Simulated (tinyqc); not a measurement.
Orbital energy against energy difference: ionisation energy by orbital energies and by energy differences in the cc-pvdz basis, for HF, spin multiplicity 1. Computed by the program tinyqc with PySCF. The cation is unrestricted; errors are against CCSD(T) in this basis, not against experiment.

Geometry (angstrom):

| atom | x | y | z |
|---|---|---|---|
| F | 0.0000 | 0.0000 | 0.0000 |
| H | 0.0000 | 0.0000 | 0.7970 |

CCSD(T) difference in the same basis = 15.9531 eV

IP-EOM-CCSD = 15.7264 eV

First vertical ionisation energy (eV):

| method | -e(HOMO) | E(cation) - E | error of -e(HOMO) | error of the difference |
|---|---|---|---|---|
| HF | 17.474 | 14.70790 | 1.521 | -1.245 |
| PBE | 8.619 | 16.27025 | -7.334 | 0.317 |
| B3LYP | 10.675 | 16.33339 | -5.278 | 0.380 |
| PBE0 | 11.125 | 16.20524 | -4.828 | 0.252 |
| CAM-B3LYP | 12.632 | 16.33010 | -3.321 | 0.377 |
| LC-wPBE | 13.984 | 16.39053 | -1.969 | 0.437 |

Estimate the missing row, method = LDA.

Computed row:
```
method  -e(HOMO)  E(cation) - E  error of -e(HOMO)  error of the difference
LDA        8.769       16.71400             -7.184                    0.761
```

Koopmans errs by +1.52 eV and Delta-HF by -1.25 eV: relaxation, 2.77 eV, lowers the value and the missing correlation difference works against it. The PBE level is off by -7.3 eV through the wrong tail of its potential, though its energy difference is off by +0.32 eV; exact exchange deepens the level, and among the orbital energies HF comes closest; among the differences PBE0 does.
